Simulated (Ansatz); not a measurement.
# BeS+ (quartet): wave-function methods side by side, cc-pVTZ

How much of the correlation energy of BeS+ (quartet) does each wave-function method recover here?

Program: Ansatz 0.2.0, Gaussian basis. Level of theory: cc-pVTZ, core rule «outside noble gas», up to 6 orbitals frozen. These are calculated values, not measurements.

Plan: UHF; CCSD(T) on ROHF; CCSD(T) on UHF; BCCD(T) on ROHF; CISD; CCSDT(Q) on ROHF; CCSDT(Q) on UHF.

11 further runs of the same task are left out: 5 for a known fault of the program, 2 that didn't finish, 4 set aside as unsound or not needed.

## Step 1: The system

The geometry is a PBE0/def2-TZVP stationary point (not a proven minimum) of the parent state, kept for this charge and spin.

2 atoms, charge 1, spin multiplicity 4.

Atoms are counted from 1 here; the program's logs count them from 0.

Bond lengths: S1–Be2 1.843 Å.

## Step 2: UHF

File in.yaml:

```yaml
crystal:
  periodic: [false, false, false]
  atoms:
    - {symbol: S, position_ang: [0.000000, 0.000000, 0.000000]}
    - {symbol: Be, position_ang: [0.000000, 0.000000, 1.842500]}
basis:
  gaussian: {orbitals: cc-pVTZ}
total_charge: 1
magnetization: {spin_polarized: true, initial_magnetization: 3}
hamiltonian: {xc: hf}
output: {orbitals: {seedname: orbitals}}
```

Launch:

```
$ ansatz run in.yaml --threads 1 --pin off --events-out ev --progress --plain --max-ram 2393MiB
```

Further steps of the session: CCSD(T) on ROHF; CCSD(T) on UHF; BCCD(T) on ROHF; CISD; CCSDT(Q) on ROHF; CCSDT(Q) on UHF.

**Question.** What will the summary of the whole plan be? Wanted: UCCSDT(Q) below the RHF energy; RMP2 from UCCSDT(Q); UMP2 from UCCSDT(Q); RCCSD from UCCSDT(Q); RCCSD(T) from UCCSDT(Q); UCCSD(T) from UCCSDT(Q); RCCSDT(Q) from UCCSDT(Q); T1 diagnostic.

The runs gave:

| quantity | value |
| --- | --- |
| UCCSDT(Q) below the RHF energy | -4.3414 eV |
| RMP2 from UCCSDT(Q) | +814.9 meV |
| UMP2 from UCCSDT(Q) | +855.6 meV |
| RCCSD from UCCSDT(Q) | +183.8 meV |
| RCCSD(T) from UCCSDT(Q) | +32.8 meV |
| UCCSD(T) from UCCSDT(Q) | +31.6 meV |
| RCCSDT(Q) from UCCSDT(Q) | +1.7 meV |
| levels within 1 kcal/mol (43 meV) | RCCSD(T), UCCSD(T), BCCD(T), RCCSDT, UCCSDT, RCCSDT(Q) |
| T1 diagnostic | 0.018 |

RCCSD(T) misses by +32.8 meV, 0.8 % of the correlation energy. These misses are within one basis, not against nature; the frozen cores of restricted and unrestricted runs differ, which can shift their rows.
